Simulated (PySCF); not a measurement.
Bond stretch in HCl, singlet. Each curve is given relative to its own lowest point near equilibrium.

| R / Å | A | B | C |
|---|---|---|---|
| 0.96 | 80.6 | 85.8 | 85.8 |
| 1.03 | 43.0 | 47.2 | 47.2 |
| 1.10 | 20.0 | 23.1 | 23.1 |
| 1.16 | 8.4 | 10.7 | 10.7 |
| 1.19 | 4.8 | 6.6 | 6.6 |
| 1.23 | 1.6 | 2.8 | 2.8 |
| 1.28 | 0.0 | 0.5 | 0.5 |
| 1.32 | 0.1 | 0.0 | 0.0 |
| 1.37 | 1.6 | 0.8 | 0.8 |
| 1.42 | 4.3 | 2.7 | 2.7 |
| 1.49 | 9.5 | 6.8 | 6.8 |
| 1.58 | 17.6 | 13.6 | 13.6 |
| 1.72 | 31.9 | 25.8 | 28.2 |
| 1.90 | 44.6 | 42.1 | 50.6 |
| 2.12 | 52.5 | 60.6 | 63.4 |
| 2.30 | 55.7 | 73.8 | 68.5 |
| 2.59 | 58.3 | 90.4 | 72.3 |
| 2.84 | 59.3 | 100.0 | 73.7 |
| 3.10 | 59.7 | 105.8 | 74.4 |
| 3.46 | 60.0 | 107.6 | 74.7 |
| 3.79 | 60.1 | 104.3 | 74.8 |
| 4.50 | 60.1 | 87.4 | 74.9 |
| 5.14 | 60.2 | 66.9 | 74.9 |

Energies in kcal/mol.

### Question
Assign the columns to these levels of theory: MP2 on RHF/6-31G, 5 core orbitals frozen run with PySCF 2.14.0; PySCF 2.14.0 with UHF/6-31G; MP2 on UHF/6-31G, 5 core orbitals frozen run with PySCF.

### Answer
A is UHF; B is RMP2; C is UMP2.

The unrestricted determinant behind UHF, UMP2 is spin-contaminated at 1.72 to 5.14 Å (<S²> up to 1.0, against 0.00 for a pure singlet). The restricted form behind RMP2 keeps the bonding electrons paired and can't separate into open-shell fragments. The T1 diagnostic of CCSD on the restricted reference of RMP2 exceeds 0.045 at 2.59 to 5.14 Å.
